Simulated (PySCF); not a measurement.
## Single point on CS

State: ¹Σ⁺ (singlet), closed shell.

An equivalent input (the run itself took its basis sets from the Basis Set Exchange, started from a PBE0 density and held the occupation σ 7α 7β, πx 2α 2β, πy 2α 2β):

```python
from pyscf import gto, dft
mol = gto.M(atom='C 0 0 0; S 0 0 1.544', basis={'C': 'cc-pVDZ', 'S': 'cc-pV(D+d)Z'},
            charge=0, spin=0, verbose=4, symmetry='C2v')
mf = dft.UKS(mol, xc='B88,P86')
mf.grids.atom_grid = (80, 434)
mf.grids.prune = dft.gen_grid.treutler_prune
mf.irrep_nelec = {'A1': (7, 7), 'B1': (2, 2), 'B2': (2, 2)}
mf.conv_tol = 1e-9
mf.max_cycle = 60
mf.diis_space = 10
mf.kernel()
```

The log (some set-up lines and the per-cycle HOMO/LUMO lines removed):

```
******** <class 'pyscf.dft.uks_symm.SymAdaptedUKS'> ********
method = SymAdaptedUKS
damping factor = 0
level_shift factor = 0
DIIS = <class 'pyscf.scf.diis.CDIIS'>
diis_start_cycle = 1
diis_space = 10
diis_damp = 0
SCF conv_tol = 1e-09
SCF conv_tol_grad = None
SCF max_cycles = 60
number electrons alpha = 11  beta = 11
Set gradient conv threshold to 3.16228e-05
init E= -436.261620716266
cycle= 1 E= -436.261827142184  delta_E= -0.000206  |g|= 0.0367  |ddm|= 0.135
cycle= 2 E= -436.251128605946  delta_E= 0.0107  |g|= 0.136  |ddm|= 0.242
cycle= 3 E= -436.262596578004  delta_E= -0.0115  |g|= 0.00555  |ddm|= 0.195
cycle= 4 E= -436.262612826374  delta_E= -1.62e-05  |g|= 0.0011  |ddm|= 0.00815
cycle= 5 E= -436.262613563429  delta_E= -7.37e-07  |g|= 0.000189  |ddm|= 0.00194
cycle= 6 E= -436.262613585185  delta_E= -2.18e-08  |g|= 1.31e-05  |ddm|= 0.000457
cycle= 7 E= -436.262613585261  delta_E= -7.55e-11  |g|= 3.76e-06  |ddm|= 2.87e-05
Extra cycle  E= -436.262613585137  delta_E= 1.24e-10  |g|= 1.47e-05  |ddm|= 2.56e-05
converged SCF energy = -436.262613585137  <S^2> = 0  2S+1 = 1
```

Repeating this along the bond gives Re = 1.561 Å and ωe = 1253 cm⁻¹.

A point of this curve took 0.23 CPU seconds beside 0.043 for the integrals (shared host).
